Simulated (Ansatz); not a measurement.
# TiSb2: experiment and calculation

**What was measured.**

From “The de Hass-van Alphen quantum oscillations in a three-dimensional Dirac semimetal TiSb2”, 2020, arxiv:2001.07165, for a bulk crystal of TiSb2 at 298 K: lattice constant a 6.649 Å; lattice constant c 5.7976 Å.

From “Weyl Semimetallic Phase in High Pressure CrSb2 and Structural Compression Studies of its High Pressure Polymorphs”, 2024, arxiv:2407.17136, for a bulk crystal of TiSb2: bulk modulus 91 GPa.

The results are compared with them further down.

The calculation used Ansatz 0.2.0, DFT PBEsol, scalar-relativistic, plane waves, PAW.

Plane waves to 420 eV, a k mesh through Γ of 8×8×8 on the computed 6-atom cell and Gaussian smearing (0.10 eV); no spin polarisation.

Relaxed structure, symmetry kept:

```cif
data_structure
_symmetry_space_group_name_H-M 'I4/mcm'
_symmetry_Int_Tables_number 140
_cell_length_a 6.6351
_cell_length_b 6.6351
_cell_length_c 5.7138
_cell_angle_alpha 90.000
_cell_angle_beta 90.000
_cell_angle_gamma 90.000
_cell_volume 251.55
loop_
_atom_site_label
_atom_site_type_symbol
_atom_site_symmetry_multiplicity
_atom_site_Wyckoff_symbol
_atom_site_fract_x
_atom_site_fract_y
_atom_site_fract_z
_atom_site_occupancy
Ti1 Ti 4 a 0.00000 0.00000 0.25000 1
Sb1 Sb 8 h 0.15302 0.65302 0.00000 1
```

```
Space group                                                       : I4/mcm (No. 140)
Volume per atom                                                   : 141.5 bohr³
Formation energy from the elements' standard states (uncorrected) : -0.471 eV/atom
Kohn–Sham band gap                                                : none (metal)
Density of states at the Fermi level                              : 1.11 states/eV per cell
Löwdin character within 0.5 eV of the Fermi level                 : Ti 3d 60 %, Sb 5p 31 %
Bulk modulus                                                      : 99 GPa
Its pressure derivative                                           : 4.5
Bader charges (e)                                                 : Ti (2 in the cell) 0.98, Sb (4 in the cell) -0.49
```

Spin-orbit coupling is left out, which matters for the bands of heavy elements.

Measured lattice constant a of TiSb2: 6.649 Å (298 K; the paper above). This calculation gives 6.635 Å (-0.2 %). Measured lattice constant c of TiSb2: 5.7976 Å (298 K; the paper above). This calculation gives 5.714 Å (-1.4 %). The calculation is for 0 K without zero-point motion. Against the measured bulk modulus of TiSb2, 91 GPa (quoted in the paper above), the calculated 99 GPa is off by +8.6 %.

Cost: 9 runs of about 19 core-minutes in all, on Arm Neoverse V1 (shared hosts).